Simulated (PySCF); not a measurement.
Species: CH3CH2CF(CH3)2, C₅H₁₁F.
SMILES: `CCC(C)(C)F`

Torsions of this conformer, `[CH3:1][CH2:2][C:3]([CH3:4])([CH3:5])[F:6]`: C1–C2–C3–C4 57°.

The closed-shell ground state was solved at several levels (PySCF, density fitting, gas phase, non-relativistic). Geometry: PBE0-D3(BJ)/def2-TZVP, one conformer, isolated molecule.

```json
{"level": "B97-2/pcSseg-2", "basis functions": "370", "total energy (Eh)": "-297.0266", "HOMO (eV)": "-8.61", "LUMO (eV)": "0.58", "gap (eV)": "9.19", "dipole (D)": "1.87"}
{"level": "KT3/pcSseg-2", "basis functions": "370", "total energy (Eh)": "-301.5135", "HOMO (eV)": "-7.51", "LUMO (eV)": "-0.33", "gap (eV)": "7.18", "dipole (D)": "1.78"}
{"level": "PBE0/pcSseg-2", "basis functions": "370", "total energy (Eh)": "-296.7868", "HOMO (eV)": "-8.88", "LUMO (eV)": "0.54", "gap (eV)": "9.42", "dipole (D)": "1.88"}
```

(1) What might wB97X-D/pcSseg-2 (370 basis functions) give for the same quantities?

(2) Over all these levels, which gives the widest orbital gap and which the narrowest?

(3) In the pcSseg-2 basis, how does the gap go with the fixed share of exact exchange?

(4) How far do the dipole and the HOMO energy spread over the levels?

## Answers

(1) Total energy -297.0395 Eh, HOMO -10.78 eV, LUMO 2.22 eV, gap 13.00 eV, dipole 1.91 D.

(2) wB97X-D/pcSseg-2 (range-separated hybrid) has the widest, 13.00 eV, and KT3/pcSseg-2 (GGA) the narrowest, 7.18 eV. From the narrowest to the widest the HOMO moves by -3.27 eV and the LUMO by +2.55 eV.

(3) KT3 (0 %) 7.18 eV; B97-2 (21 %) 9.19 eV; PBE0 (25 %) 9.42 eV. Each rise in the share widens the gap here.

(4) The dipole runs from 1.78 to 1.91 D (mean 1.86 D) and the HOMO from -10.78 to -7.51 eV.

Note: wB97X-D ran without an empirical dispersion term, which enters the total energy and its gradient alone.
